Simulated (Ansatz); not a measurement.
Results of rVV10 (Ansatz, a first-principles code, PAW) for 1T (CdI2-type) ZrSe2.

Settings: plane-wave cutoff 520 eV, 12×12×6 k mesh (along the axes of the cell as run), Fermi–Dirac smearing 0.01 eV, scalar-relativistic PAW data made under PBE.

Equation-of-state points:

| V (Å³/atom) | E − E_lowest (meV/atom) | P (GPa) |
|---|---|---|
| 24.995 | 4.76 | 1.563 |
| 25.515 | 1.11 | 0.708 |
| 26.036 | 0.00 | 0.003 |
| 26.557 | 0.98 | -0.578 |
| 27.077 | 3.62 | -1.025 |

Estimate the bulk modulus from the pressures at 25.515 and 26.557 Å³/atom, and compare it with a fit to all energies.

B = −V dP/dV. Between V = 25.515 and 26.557 Å³/atom, dP/dV = (-0.578 − (0.708))/(26.557 − 25.515) = -1.23 GPa per Å³/atom; at the midpoint 26.036 Å³/atom this gives B ≈ 32.1 GPa. The third-order Birch–Murnaghan fit gives V0 = 26.034 Å³/atom, B0 = 31.9 GPa, B′ = 9.5, which lies within 1 % of that estimate.

Shape and atoms are relaxed at each volume.

Note: the bulk modulus comes from volumes at which shape and atoms were relaxed.

The computed numbers hold no vibrational or temperature effects.

Computing time: around 5 core-minutes (rough).
